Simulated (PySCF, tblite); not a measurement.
# BF3H9N3, a solvent cluster as drawn: NMR shifts, interaction energy and core binding energies, part 3 of 3

tblite 0.8.0 and PySCF 2.14.0. Atoms count from 0, parts from 1. Earlier steps stand in the parts before.

## 6. Counterpoise and decomposition: PBE0-D3(BJ)/def2-SVPD

Job settings and geometry (Å):

```
{"job": {"kind": "inter", "xc": "PBE0", "basis": "def2-SVPD", "disp": "d3bj"}, "charge": 0, "multiplicity": 1, "parts": [{"atoms": "0-3", "charge": 0, "multiplicity": 1}, {"atoms": "4-7", "charge": 0, "multiplicity": 1}, {"atoms": "8-11", "charge": 0, "multiplicity": 1}, {"atoms": "12-15", "charge": 0, "multiplicity": 1}]}
F      0.828728     0.257094     0.243731
B     -0.309681     0.788069    -0.349796
F     -0.525614     0.248685    -1.615386
F     -1.432960     0.677146     0.458473
N     -0.047432     2.342944    -0.581126
H      0.117720     2.823730     0.299398
H      0.791540     2.428098    -1.189528
H     -0.898940     2.730207    -1.035645
N     -2.698707     2.522371    -1.634245
H     -2.587650     1.814891    -2.357044
H     -3.036209     2.026839    -0.811170
H     -3.421210     3.167471    -1.935451
N      2.290393     1.656492    -2.084197
H      1.934938     1.212200    -2.926430
H      3.212591     2.024882    -2.293254
H      2.394197     0.915721    -1.392121
```

Level: PBE0-D3(BJ)/def2-SVPD interaction energy, counterpoise and uncorrected, gas phase.

Log:

```text
part 1, own basis, geometry of the cluster
coarse grid: 4344 points
cycle   1  E = -323.8212783286  dE =  2.733e-01  |g| = 7.344e-01  |ddm| = 2.445e+00
cycle   2  E = -323.6843308468  dE =  1.369e-01  |g| = 1.197e+00  |ddm| = 1.454e+00
cycle   3  E = -323.9246910941  dE = -2.404e-01  |g| = 2.595e-02  |ddm| = 8.301e-01
cycle   4  E = -323.9247992679  dE = -1.082e-04  |g| = 8.007e-03  |ddm| = 4.950e-02
cycle   5  E = -323.9248092760  dE = -1.001e-05  |g| = 2.524e-03  |ddm| = 9.840e-03
cycle   6  E = -323.9248101636  dE = -8.876e-07  |g| = 1.100e-03  |ddm| = 2.321e-03
final grid: 46024 points
cycle   7  E = -323.9589347787  dE = -2.057e-05  |g| = 3.191e-03  |ddm| = 1.950e-02
cycle   8  E = -323.9589333573  dE =  1.421e-06  |g| = 4.406e-03  |ddm| = 4.729e-03
cycle   9  E = -323.9589364406  dE = -3.083e-06  |g| = 3.231e-04  |ddm| = 2.818e-03
cycle  10  E = -323.9589364551  dE = -1.458e-08  |g| = 1.451e-04  |ddm| = 3.283e-04
cycle  11  E = -323.9589364582  dE = -3.019e-09  |g| = 5.321e-05  |ddm| = 1.219e-04
cycle  12  E = -323.9589364586  dE = -4.733e-10  |g| = 5.904e-06  |ddm| = 5.020e-05
converged SCF energy = -323.9589364586

part 2, own basis, geometry of the cluster
coarse grid: 2928 points
cycle   1  E = -56.4239085603  dE = -1.329e-01  |g| = 3.352e-01  |ddm| = 1.756e+00
cycle   2  E = -56.4023993419  dE =  2.151e-02  |g| = 4.609e-01  |ddm| = 1.040e+00
cycle   3  E = -56.4500239494  dE = -4.762e-02  |g| = 1.563e-02  |ddm| = 5.040e-01
cycle   4  E = -56.4500772341  dE = -5.328e-05  |g| = 2.310e-03  |ddm| = 1.412e-02
cycle   5  E = -56.4500783512  dE = -1.117e-06  |g| = 3.116e-04  |ddm| = 5.110e-03
final grid: 27112 points
cycle   6  E = -56.4516454588  dE = -5.199e-06  |g| = 5.409e-03  |ddm| = 1.272e-02
cycle   7  E = -56.4516397433  dE =  5.715e-06  |g| = 7.512e-03  |ddm| = 1.331e-02
cycle   8  E = -56.4516519202  dE = -1.218e-05  |g| = 8.747e-05  |ddm| = 7.621e-03
cycle   9  E = -56.4516519220  dE = -1.805e-09  |g| = 2.393e-05  |ddm| = 1.567e-04
cycle  10  E = -56.4516519221  dE = -1.574e-10  |g| = 1.516e-06  |ddm| = 2.584e-05
converged SCF energy = -56.4516519221

part 3, own basis, geometry of the cluster
coarse grid: 2928 points
cycle   1  E = -56.4243040266  dE = -1.038e-01  |g| = 3.432e-01  |ddm| = 1.790e+00
cycle   2  E = -56.4030550991  dE =  2.125e-02  |g| = 4.662e-01  |ddm| = 1.070e+00
cycle   3  E = -56.4515593610  dE = -4.850e-02  |g| = 1.545e-02  |ddm| = 5.223e-01
cycle   4  E = -56.4516110366  dE = -5.168e-05  |g| = 2.170e-03  |ddm| = 1.333e-02
cycle   5  E = -56.4516120112  dE = -9.745e-07  |g| = 3.022e-04  |ddm| = 4.614e-03
final grid: 27112 points
cycle   6  E = -56.4533864769  dE = -4.020e-06  |g| = 5.292e-03  |ddm| = 1.509e-02
cycle   7  E = -56.4533814232  dE =  5.054e-06  |g| = 7.213e-03  |ddm| = 1.262e-02
cycle   8  E = -56.4533925867  dE = -1.116e-05  |g| = 8.220e-05  |ddm| = 7.554e-03
cycle   9  E = -56.4533925883  dE = -1.616e-09  |g| = 2.123e-05  |ddm| = 1.203e-04
cycle  10  E = -56.4533925885  dE = -1.219e-10  |g| = 1.164e-06  |ddm| = 2.599e-05
converged SCF energy = -56.4533925885

part 4, own basis, geometry of the cluster
coarse grid: 2928 points
cycle   1  E = -56.4243910392  dE = -1.041e-01  |g| = 3.433e-01  |ddm| = 1.791e+00
cycle   2  E = -56.4031049982  dE =  2.129e-02  |g| = 4.664e-01  |ddm| = 1.071e+00
cycle   3  E = -56.4516609097  dE = -4.856e-02  |g| = 1.544e-02  |ddm| = 5.219e-01
cycle   4  E = -56.4517124996  dE = -5.159e-05  |g| = 2.174e-03  |ddm| = 1.330e-02
cycle   5  E = -56.4517134767  dE = -9.772e-07  |g| = 3.044e-04  |ddm| = 4.579e-03
final grid: 27112 points
cycle   6  E = -56.4534217785  dE = -4.035e-06  |g| = 5.290e-03  |ddm| = 1.247e-02
cycle   7  E = -56.4534167380  dE =  5.040e-06  |g| = 7.212e-03  |ddm| = 1.248e-02
cycle   8  E = -56.4534278970  dE = -1.116e-05  |g| = 8.434e-05  |ddm| = 7.571e-03
cycle   9  E = -56.4534278988  dE = -1.813e-09  |g| = 2.256e-05  |ddm| = 9.318e-05
cycle  10  E = -56.4534278990  dE = -1.438e-10  |g| = 1.264e-06  |ddm| = 3.993e-05
converged SCF energy = -56.4534278990

part 1, own basis, relaxed alone
coarse grid: 4344 points
cycle   1  E = -323.9016276099  dE =  4.329e-01  |g| = 6.516e-01  |ddm| = 2.589e+00
cycle   2  E = -323.8488922337  dE =  5.274e-02  |g| = 8.910e-01  |ddm| = 1.115e+00
cycle   3  E = -323.9729468055  dE = -1.241e-01  |g| = 2.116e-02  |ddm| = 5.985e-01
cycle   4  E = -323.9730168533  dE = -7.005e-05  |g| = 4.808e-03  |ddm| = 3.453e-02
cycle   5  E = -323.9730213230  dE = -4.470e-06  |g| = 3.148e-04  |ddm| = 7.037e-03
final grid: 46024 points
cycle   6  E = -324.0118456192  dE = -4.230e-05  |g| = 1.207e-03  |ddm| = 3.107e-02
cycle   7  E = -324.0118457052  dE = -8.607e-08  |g| = 9.972e-04  |ddm| = 2.455e-03
cycle   8  E = -324.0118458415  dE = -1.363e-07  |g| = 2.781e-04  |ddm| = 7.552e-04
cycle   9  E = -324.0118458535  dE = -1.198e-08  |g| = 4.133e-05  |ddm| = 2.464e-04
cycle  10  E = -324.0118458538  dE = -3.278e-10  |g| = 3.308e-06  |ddm| = 6.534e-05
converged SCF energy = -324.0118458538

part 2, own basis, relaxed alone
coarse grid: 2928 points
cycle   1  E = -56.4243156535  dE = -1.020e-01  |g| = 3.438e-01  |ddm| = 1.791e+00
cycle   2  E = -56.4030736924  dE =  2.124e-02  |g| = 4.666e-01  |ddm| = 1.073e+00
cycle   3  E = -56.4516531179  dE = -4.858e-02  |g| = 1.545e-02  |ddm| = 5.239e-01
cycle   4  E = -56.4517047393  dE = -5.162e-05  |g| = 2.163e-03  |ddm| = 1.329e-02
cycle   5  E = -56.4517057063  dE = -9.670e-07  |g| = 3.016e-04  |ddm| = 4.598e-03
final grid: 27112 points
cycle   6  E = -56.4534783338  dE = -3.864e-06  |g| = 5.379e-03  |ddm| = 1.556e-02
cycle   7  E = -56.4534731130  dE =  5.221e-06  |g| = 7.332e-03  |ddm| = 1.295e-02
cycle   8  E = -56.4534846446  dE = -1.153e-05  |g| = 7.612e-05  |ddm| = 7.693e-03
cycle   9  E = -56.4534846460  dE = -1.391e-09  |g| = 2.031e-05  |ddm| = 1.154e-04
cycle  10  E = -56.4534846461  dE = -1.129e-10  |g| = 1.334e-06  |ddm| = 2.408e-05
converged SCF energy = -56.4534846461

part 3, own basis, relaxed alone: E = -56.4534846461 (as before)

part 4, own basis, relaxed alone: E = -56.4534846461 (as before)

cluster
final grid: 127344 points
cycle   1  E = -493.4426682617  dE = -1.852e-01  |g| = 2.159e-01  |ddm| = 5.064e+00
cycle   2  E = -493.4488347933  dE = -6.167e-03  |g| = 1.668e-01  |ddm| = 1.119e+00
cycle   3  E = -493.4544145311  dE = -5.580e-03  |g| = 3.344e-02  |ddm| = 4.133e-01
cycle   4  E = -493.4545796688  dE = -1.651e-04  |g| = 1.123e-02  |ddm| = 3.978e-02
cycle   5  E = -493.4546020274  dE = -2.236e-05  |g| = 2.290e-03  |ddm| = 1.396e-02
cycle   6  E = -493.4546028949  dE = -8.676e-07  |g| = 8.917e-04  |ddm| = 4.964e-03
cycle   7  E = -493.4546030552  dE = -1.602e-07  |g| = 7.627e-05  |ddm| = 9.497e-04
cycle   8  E = -493.4546030563  dE = -1.135e-09  |g| = 3.185e-05  |ddm| = 1.911e-04
cycle   9  E = -493.4546030565  dE = -1.620e-10  |g| = 1.099e-05  |ddm| = 3.445e-05
converged SCF energy = -493.4546030565

part 1 in the basis of the cluster
final grid: 127344 points
cycle   1  E = -323.9623658877  dE = -3.427e-03  |g| = 4.310e-03  |ddm| = 2.815e+00
cycle   2  E = -323.9623696693  dE = -3.782e-06  |g| = 2.897e-03  |ddm| = 1.129e-01
cycle   3  E = -323.9623708024  dE = -1.133e-06  |g| = 1.618e-03  |ddm| = 9.478e-03
cycle   4  E = -323.9623712139  dE = -4.115e-07  |g| = 2.427e-04  |ddm| = 2.382e-03
cycle   5  E = -323.9623712237  dE = -9.852e-09  |g| = 1.465e-05  |ddm| = 2.877e-04
cycle   6  E = -323.9623712238  dE = -1.131e-11  |g| = 1.233e-05  |ddm| = 2.869e-05
converged SCF energy = -323.9623712238

part 2 in the basis of the cluster
final grid: 127344 points
cycle   1  E = -56.4542464341  dE = -2.597e-03  |g| = 5.269e-03  |ddm| = 3.456e+00
cycle   2  E = -56.4542605672  dE = -1.413e-05  |g| = 2.599e-03  |ddm| = 4.815e-01
cycle   3  E = -56.4542612529  dE = -6.857e-07  |g| = 2.091e-03  |ddm| = 4.107e-02
cycle   4  E = -56.4542622009  dE = -9.481e-07  |g| = 2.310e-05  |ddm| = 1.246e-02
cycle   5  E = -56.4542622013  dE = -4.024e-10  |g| = 9.046e-06  |ddm| = 7.221e-04
converged SCF energy = -56.4542622013

part 3 in the basis of the cluster
final grid: 127344 points
cycle   1  E = -56.4550446239  dE = -1.649e-03  |g| = 4.010e-03  |ddm| = 1.774e+00
cycle   2  E = -56.4550536204  dE = -8.997e-06  |g| = 1.862e-03  |ddm| = 1.563e-01
cycle   3  E = -56.4550539514  dE = -3.310e-07  |g| = 1.555e-03  |ddm| = 1.334e-02
cycle   4  E = -56.4550544756  dE = -5.242e-07  |g| = 3.121e-05  |ddm| = 4.446e-03
cycle   5  E = -56.4550544760  dE = -3.531e-10  |g| = 1.157e-05  |ddm| = 2.976e-04
converged SCF energy = -56.4550544760

part 4 in the basis of the cluster
final grid: 127344 points
cycle   1  E = -56.4550115128  dE = -1.592e-03  |g| = 3.970e-03  |ddm| = 1.799e+00
cycle   2  E = -56.4550203843  dE = -8.871e-06  |g| = 1.915e-03  |ddm| = 1.593e-01
cycle   3  E = -56.4550207698  dE = -3.856e-07  |g| = 1.540e-03  |ddm| = 1.345e-02
cycle   4  E = -56.4550212847  dE = -5.149e-07  |g| = 2.297e-05  |ddm| = 4.730e-03
cycle   5  E = -56.4550212850  dE = -2.545e-10  |g| = 9.482e-06  |ddm| = 3.001e-04
converged SCF energy = -56.4550212850

Interaction energy (kcal/mol)
  counterpoise      -83.932
  uncorrected       -89.772
  dispersion part    -3.678
  deformation        34.446
  binding           -49.486

Decomposition of the uncorrected value (kcal/mol)
  electrostatic    -143.220
  Pauli             180.803
  orbital          -123.678
  dispersion         -3.678

Charge of each part in the cluster: -0.224 0.137 0.044 0.044
```

Run time: 93 s. Hardware: 1 thread of Arm Neoverse N1, shared host; peak memory 0.63 GiB.

In short: -83.93 kcal/mol with counterpoise, basis-set superposition error 5.84.

At this geometry B1 and N4 of different parts are bonded (1.59 Å), so this energy is mostly that of cutting a chemical bond between strained fragments, not an intermolecular interaction.

## 7. X-ray photoelectron lines: SCAN, X2C

Settings changed since step 6:

```diff
@@ -1,2 +1,2 @@
-{"job": {"kind": "inter", "xc": "PBE0", "basis": "def2-SVPD", "disp": "d3bj"}, "charge": 0, "multiplicity": 1, "parts": [{"atoms": "0-3", "charge": 0, "multiplicity": 1}, {"atoms": "4-7", "charge": 0, "multiplicity": 1}, {"atoms": "8-11", "charge": 0, "multiplicity": 1}, {"atoms": "12-15", "charge": 0, "multiplicity": 1}]}
+{"job": {"kind": "xps", "holes": 3}, "charge": 0, "multiplicity": 1, "parts": [{"atoms": "0-3", "charge": 0, "multiplicity": 1}, {"atoms": "4-7", "charge": 0, "multiplicity": 1}, {"atoms": "8-11", "charge": 0, "multiplicity": 1}, {"atoms": "12-15", "charge": 0, "multiplicity": 1}]}
 F      0.828728     0.257094     0.243731
```

Method: delta-SCF UKS SCAN, pcX-2 on the ionised atom, pcseg-1 elsewhere, spin-free X2C.

Log:

```text
ground state, core basis on atom 1 (B), 174 functions
  cycle   1  E = -494.26033189  |g| = 9.40e-01
  cycle   2  E = -494.07169887  |g| = 1.42e+00
  cycle   3  E = -494.41378072  |g| = 9.70e-02
  cycle   4  E = -494.41540560  |g| = 3.40e-02
  cycle   5  E = -494.41563490  |g| = 6.58e-03
  cycle   6  E = -494.41564158  |g| = 2.84e-03
  cycle   7  E = -494.41564503  |g| = 8.98e-04
  cycle   8  E = -494.41564409  |g| = 3.63e-04
  E(ground) = -494.41551696 Eh
hole in B 1s of atom 1
  cycle   1  E = -486.73710584  |g| = 1.18e+00
  cycle   2  E = -486.26692808  |g| = 1.55e+00
  cycle   3  E = -487.04233335  |g| = 4.27e-01
  cycle   4  E = -487.09530984  |g| = 1.63e-01
  cycle   5  E = -487.10302296  |g| = 3.08e-02
  cycle   6  E = -487.10326252  |g| = 1.49e-02
  cycle   7  E = -487.10333130  |g| = 6.24e-03
  cycle   8  E = -487.10334689  |g| = 1.93e-03
  cycle   9  E = -487.10334799  |g| = 7.86e-04
  cycle  10  E = -487.10334704  |g| = 3.23e-04
  E(ion) = -487.10854113 Eh   <S^2> = 0.7636   hole on atom = 1.000   binding energy = 198.833 eV
ground state, core basis on atom 4 (N), 174 functions
  cycle   1  E = -494.42459948  |g| = 7.34e-02
  cycle   2  E = -494.42455951  |g| = 2.40e-02
  cycle   3  E = -494.42451837  |g| = 2.92e-02
  cycle   4  E = -494.42464569  |g| = 2.07e-03
  cycle   5  E = -494.42464738  |g| = 3.13e-04
  E(ground) = -494.41998294 Eh
hole in N 1s of atom 4
  cycle   1  E = -478.80594978  |g| = 1.86e+00
  cycle   2  E = -477.86568075  |g| = 2.22e+00
  cycle   3  E = -479.36486407  |g| = 5.52e-01
  cycle   4  E = -479.44230345  |g| = 3.28e-01
  cycle   5  E = -479.48575844  |g| = 4.67e-02
  cycle   6  E = -479.48650891  |g| = 5.06e-03
  cycle   7  E = -479.48652177  |g| = 2.42e-03
  cycle   8  E = -479.48652305  |g| = 1.51e-03
  cycle   9  E = -479.48652253  |g| = 5.39e-04
  cycle  10  E = -479.48652402  |g| = 1.34e-04
  E(ion) = -479.48276474 Eh   <S^2> = 0.7640   hole on atom = 1.000   binding energy = 406.462 eV
ground state, core basis on atom 8 (N), 174 functions
  cycle   1  E = -494.42447550  |g| = 7.34e-02
  cycle   2  E = -494.42443986  |g| = 2.12e-02
  cycle   3  E = -494.42438030  |g| = 2.75e-02
  cycle   4  E = -494.42453147  |g| = 1.05e-03
  cycle   5  E = -494.42452917  |g| = 3.30e-04
  E(ground) = -494.41968425 Eh
hole in N 1s of atom 8
  cycle   1  E = -478.83985614  |g| = 1.84e+00
  cycle   2  E = -476.46474338  |g| = 2.33e+00
  cycle   3  E = -479.15356905  |g| = 8.95e-01
  cycle   4  E = -479.47791346  |g| = 2.85e-01
  cycle   5  E = -479.50693098  |g| = 1.03e-01
  cycle   6  E = -479.51108531  |g| = 3.26e-02
  cycle   7  E = -479.51148894  |g| = 1.10e-02
  cycle   8  E = -479.51153937  |g| = 2.09e-03
  cycle   9  E = -479.51154256  |g| = 1.45e-03
  cycle  10  E = -479.51154333  |g| = 6.00e-04
  cycle  11  E = -479.51154309  |g| = 1.46e-04
  E(ion) = -479.50644622 Eh   <S^2> = 0.7638   hole on atom = 1.000   binding energy = 405.810 eV

== part 1 alone, relaxed ==
ground state, core basis on atom 1 (B), 87 functions
  cycle   1  E = -324.64030931  |g| = 6.87e-01
  cycle   2  E = -324.52546846  |g| = 1.12e+00
  cycle   3  E = -324.71111633  |g| = 2.37e-02
  cycle   4  E = -324.71117288  |g| = 5.11e-03
  cycle   5  E = -324.71117265  |g| = 3.68e-03
  cycle   6  E = -324.71117455  |g| = 1.90e-03
  cycle   7  E = -324.71117628  |g| = 1.39e-04
  E(ground) = -324.69811702 Eh
hole in B 1s of atom 1
  cycle   1  E = -316.93522796  |g| = 1.16e+00
  cycle   2  E = -316.47699480  |g| = 1.54e+00
  cycle   3  E = -317.17050913  |g| = 5.47e-01
  cycle   4  E = -317.26477786  |g| = 1.03e-01
  cycle   5  E = -317.26771068  |g| = 1.86e-02
  cycle   6  E = -317.26777307  |g| = 6.90e-03
  cycle   7  E = -317.26774963  |g| = 1.10e-02
  cycle   8  E = -317.26779104  |g| = 6.42e-04
  cycle   9  E = -317.26779172  |g| = 2.26e-04
  E(ion) = -317.25973911 Eh   <S^2> = 0.7651   hole on atom = 1.000   binding energy = 202.409 eV

== part 2 alone, relaxed ==
ground state, core basis on atom 0 (N), 60 functions
  cycle   1  E = -56.53554677  |g| = 4.41e-01
  cycle   2  E = -56.47622254  |g| = 6.95e-01
  cycle   3  E = -56.57730264  |g| = 2.60e-02
  cycle   4  E = -56.57737991  |g| = 5.67e-03
  cycle   5  E = -56.57738222  |g| = 1.53e-03
  cycle   6  E = -56.57738312  |g| = 3.05e-05
  E(ground) = -56.57676748 Eh
hole in N 1s of atom 0
  cycle   1  E = -41.01426948  |g| = 1.84e+00
  cycle   2  E = -40.68941177  |g| = 1.86e+00
  cycle   3  E = -41.65374483  |g| = 2.82e-01
  cycle   4  E = -41.67430916  |g| = 1.72e-02
  cycle   5  E = -41.67440198  |g| = 7.00e-03
  cycle   6  E = -41.67442378  |g| = 1.61e-03
  cycle   7  E = -41.67442593  |g| = 5.38e-04
  cycle   8  E = -41.67442642  |g| = 1.10e-04
  E(ion) = -41.67333236 Eh   <S^2> = 0.7639   hole on atom = 1.000   binding energy = 405.543 eV
```

Wall time 69 s (1 thread of Arm Neoverse N1, shared host); peak memory 0.52 GiB.

The holes in one table. −ε is the ground-state orbital energy:

```
     hole  stands for                environment  ΔSCF (eV)  −ε (eV)   ⟨S²⟩
B1s on B1          B1     boron bonded to 3 F, N     198.83    182.0  0.764
N1s on N4          N4  nitrogen bonded to B, 3 H     406.46    386.9  0.764
N1s on N8          N8     nitrogen bonded to 3 H     405.81    385.9  0.764
```

Against the parts alone, each relaxed by itself:

```
     hole  alone (eV)  in the cluster  change (eV)
B1s on B1      202.41          198.83        -3.58
N1s on N4      405.54          406.46        +0.92
N1s on N8      405.54          405.81        +0.27
```

## 8. Comparing the runs

Energies in kcal/mol, with wall time:

```
                   run  counterpoise  BSSE  electrostatic  Pauli  orbital  dispersion   time
wB97M-D3(BJ)/def2-SVPD        -79.83  5.80         -145.5  186.8   -121.0       -5.95  7 min
 PBE0-D3(BJ)/def2-SVPD        -83.93  5.84         -143.2  180.8   -123.7       -3.68   93 s
```

## 9. Outcome

The summary covers parts 1 to 3.

| quantity | value |
| --- | --- |
| binding energy (GFN2-xTB) | -47.65 kcal/mol |
| point group | C1 |
| rotational constants (main isotopes) | 2.50, 1.50, 1.18 GHz |
| shieldings of H (PBE0/pcSseg-1) | H6 23.0, H7 23.1, H5 29.8, H15 29.9, H10 30.2, H9 30.5, H13 30.7, H14 31.1 ppm and more |
| largest proton shift on binding | H6, +8.63 ppm |
| interaction energy, counterpoise (wB97M-D3(BJ)/def2-SVPD) | -79.83 kcal/mol |
| superposition error | 5.80 kcal/mol |
| binding energy (with deformation) | -46.74 kcal/mol |
| N1s binding energies, SCAN/pcX-2 (standing for 2 of 3 atoms) | N4 406.46, N8 405.81 eV |
| B1s binding energies, SCAN/pcX-2 | B1 198.83 eV |
| range of the interaction energy over the runs of this table | -83.93 to -79.83 kcal/mol |

**Reading.** At its xTB geometry the search ends with the contact B1···N4 (bond, 1.62 Å); 6 starts can't prove it the lowest minimum. Further contacts there: H6···N12 (hydrogen bond, 1.73 Å), H7···N8 (hydrogen bond, 1.74 Å). A later relaxation moves these distances. The optimisation took 19 steps and gained 0.207 eV; among the close pairs (by a distance rule), B1–F3 changed most, from 1.334 to 1.388 Å. On binding (GIAO PBE0/pcSseg-1 NMR shielding, non-relativistic, gas phase), H6 moves most among the protons, 8.63 ppm downfield. At this geometry B1 and N4 of different parts are bonded (1.59 Å), so this energy is mostly that of cutting a chemical bond between strained fragments, not an intermolecular interaction. The parts are strongly deformed in the cluster, so the interaction energy holds bonds cut by the partition and is not to be read as the attraction of intact molecules. The attractive terms split as electrostatic 53 %, orbital 44 %, dispersion 2 %, against 186.8 kcal/mol of Pauli repulsion. Pairs sum to -67.41 kcal/mol; the many-body rest, -12.42, is cooperative. The N1s levels kept as sound span 0.65 eV, from N8 (nitrogen bonded to 3 H) up to N4 (nitrogen bonded to B, 3 H). Only 2 of the 3 N atoms are covered by sound results. Binding moves the B1s level of B1 by -3.58 eV. The interaction energy runs from -83.93 (PBE0-D3(BJ)/def2-SVPD) to -79.83 kcal/mol (wB97M-D3(BJ)/def2-SVPD).
